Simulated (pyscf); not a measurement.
Thermochemistry of product channels of Cl–TiH(Cl)–Cl + H atom (H•) on the doublet surface, in kJ/mol, from ωB97M-D3(BJ)/def2-TZVP energies (ideal gas, 1 atm, RRHO with modes under 100 cm⁻¹ raised to 100, one conformer, R ln 2 for rigid chiral ones). PySCF, gas phase, ωB97X-D3(BJ)/def2-SVP geometries.

```csv
products,ΔE,ΔH(298 K),ΔG(900 K),ΔG(1200 K)
Cl atom (Cl•) + Cl–Ti–Cl [triplet] + hydrogen (H₂),+175.4,+183.8,+72.2,+36.7
Cl atom (Cl•) + Cl–TiH₂–Cl,+166.5,+174.7,+162.0,+159.2
[Cl–Ti(Cl)–Cl]• + hydrogen (H₂),-245.2,-235.4,-247.1,?
hydrogen chloride (HCl) + [Cl–TiH–Cl]•,-58.1,-48.3,-90.8,?
```

Problem. Complete the blanks.

Solution. 
- [Cl–Ti(Cl)–Cl]• + hydrogen (H₂), ΔG(1200 K): -249.1
- hydrogen chloride (HCl) + [Cl–TiH–Cl]•, ΔG(1200 K): -101.8

These are energies of the channels, which say nothing of barriers. Left out: orbital degeneracy and the spin-orbit lowering of Cl. The term symbol of open-shell Cl–Ti–Cl was not checked; spin-orbit terms and orbital degeneracy are left out. Open-shell species with a d-block atom are single-reference here; other states, and whether the spin sits on metal or ligand, were not checked.
